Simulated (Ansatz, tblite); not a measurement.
# Ladder of methods for the band gap of 1T (CdI2-type) SnS2

Reference value: 2.18 eV (measured, temperature not stated, no zero-point or thermal correction, indirect; as tabulated in Gonzalez and Oleynik (2016), arXiv:1609.04381).

| level (code) | value (eV) | cell (Å³/atom) |
|---|---|---|
| GFN1-xTB (tblite) | 0.92 | 18.19 |
| LDA+SOC (Ansatz) | 1.19 (indirect) | 22.61 |
| PBE+SOC (Ansatz) | 1.38 (indirect) | 22.61 |
| PBEsol+SOC (Ansatz) | ? | 22.61 |
| HSE06+SOC (Ansatz) | ? | 22.61 |
| G0W0@PBEsol+SOC (Ansatz) | 2.20 | 22.61 |

Task: Complete the blanks.

Result: 
- PBEsol+SOC (Ansatz, a quantum-chemistry and plane-wave program), value (eV): 1.28 (indirect)
- HSE06+SOC (Ansatz), value (eV): 2.25 (indirect)

Differences against the reference: GFN1-xTB -1.26 eV, LDA+SOC -0.99 eV, PBE+SOC -0.80 eV, PBEsol+SOC -0.90 eV, HSE06+SOC +0.07 eV, G0W0@PBEsol+SOC +0.02 eV.

Leaving aside GFN1-xTB (doubt noted below): Once the reference is moved by up to 0.15 eV (a margin picked here for doubts on the reference and the settings, and for temperature and zero-point motion) and values within 0.03 eV count as equal, the nearest can be G0W0@PBEsol+SOC (+0.02 eV) or HSE06+SOC (+0.07 eV). Farthest off among them: LDA+SOC (-0.99 eV). Within 0.5 eV: HSE06+SOC, G0W0@PBEsol+SOC.

Density-functional gaps are differences of (generalised) Kohn–Sham levels of a static lattice; semilocal ones lie below quasiparticle gaps as a rule. Measured gaps hold zero-point and thermal shifts unless a correction is named. Levels without +SOC have no spin–orbit coupling; where heavier elements are present it shifts gaps, mostly down, and can invert bands.  GFN1-xTB: the gap is read on the k mesh or supercell of the run alone and can be too large. GFN1-xTB: the method was fitted mainly to molecules. G0W0@PBEsol+SOC: filled d or f shells below the valence bands can shift G0W0 gaps through exchange with them, which wasn't tested here. G0W0@PBEsol+SOC: spin–orbit coupling enters as the shift of the gap found with a semilocal functional. Values are at the measured cell (atoms relaxed with PBEsol); GFN1-xTB at the level's own relaxed cell. Cutoffs and k meshes differ between the levels. Ansatz's density-functional and Hartree–Fock values are scalar-relativistic unless marked +SOC, with PAW data made under PBE.

Differences are worked out from the printed values.
